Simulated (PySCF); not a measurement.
## NaP: energy against distance

Set-up: Na 3-21G, P 3-21G; no relativity (PySCF 2.14). Energies in eV from Na + P in their ground configurations at the same level. All curves are PBE0. state 1: ³Σ⁻ (triplet), unpaired electrons π ↑↑; state 2: Ms = 0 determinant of mixed spin (⟨S²⟩ near 1.0), unpaired electrons π ↑↓, a mixture of terms (⟨Lz²⟩ = 2.0), a second solution, started from another occupation; state 3: ³Π (triplet), unpaired electrons σ ↑, π ↑, a second solution, started from another occupation; state 4: Ms = 0 determinant of mixed spin (⟨S²⟩ near 1.0), unpaired electrons σ ↓, π ↑, a second solution, started from another occupation.

```
R (Å)  state 1  state 2  state 3  state 4
2.342   -0.886  -0.4799  -0.3377   0.0608
2.451   -1.082  -0.6728  -0.4341  -0.0415
2.560   -1.192  -0.7775  -0.4631  -0.0772
2.641   -1.231  -0.8121  -0.4525  -0.0720
2.723   -1.242  -0.8176  -0.4211  -0.0463
2.805   -1.232  -0.8001  -0.3737  -0.0049
2.914   -1.192  -0.7495  -0.2922   0.0684
3.050   -1.114  -0.6549  -0.1705   0.1796
3.213   -0.999  -0.5126  -0.0076   0.3291
3.431   -0.834  -0.2983   0.2207   0.5383
```

Task: Put a parabola through the three lowest points of the state 1 curve and estimate Re, k and ωe (reduced mass 13.2 u; 1 eV/Å² = 0.16022 mdyn/Å; ωe = 1302.8·√(k/μ) cm⁻¹).

Result: Through R = 2.641, 2.723, 2.805 Å the second-order coefficient is 1.56 eV/Å², so Re ≈ 2.725 Å, k ≈ 0.500 mdyn/Å and ωe ≈ 254 cm⁻¹. A polynomial fit of higher order to the unrounded PBE0 energies gives Re = 2.720 Å, k = 0.531 mdyn/Å, ωe = 261 cm⁻¹; anharmonicity and rounding make the difference.

The higher-order fit for each curve: state 1: Re = 2.720 Å, ωe = 261 cm⁻¹, De = 1.24 eV; state 2: Re = 2.699 Å, ωe = 275 cm⁻¹, minimum 0.82 eV below the ground-state fragments; state 3: Re = 2.565 Å, ωe = 285 cm⁻¹, minimum 0.463 eV below the ground-state fragments; state 4: Re = 2.582 Å, ωe = 276 cm⁻¹, minimum 0.078 eV below the ground-state fragments.

⟨S²⟩ of the unrestricted solution departs from its pure value on part of the curve, where spin states mix. 3-21G is very small, so such numbers show the basis as much as the molecule. The state is the lowest determinant that a PBE0 search found; another state may lie lower at other levels.
